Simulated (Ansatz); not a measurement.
Results of PBEsol (Ansatz, a quantum-chemistry and plane-wave program, plane waves, PAW) for 2H WS₂.

Settings: plane-wave cutoff 520 eV, 12×12×4 k mesh (along the axes of the cell as run), perturbation theory, force constants from a 6×6×2 q mesh, no spin polarisation, scalar-relativistic PAW data made under PBE.

Computed at the level's own relaxed cell.

Harmonic phonon frequencies (cm⁻¹; i marks an imaginary mode; at Γ without the LO shift):

| q point | frequencies |
|---|---|
| Γ | 0 0 0 20 20 26 294 294 296 296 354 354 354 354 415 416 435 436 |
| A | 14 14 14 14 19 19 295 295 295 295 354 354 354 354 415 415 436 436 |
| K | 144 144 148 148 183 184 338 338 350 350 351 353 356 356 359 361 392 392 |

No imaginary mode appears at these points.

Note: the cell comes from a level without a dispersion term, which matters for the spacing of layers, chains or molecules; the cell has widely spaced layers and the level no dispersion term, so their spacing and the moduli can rest on weak binding.
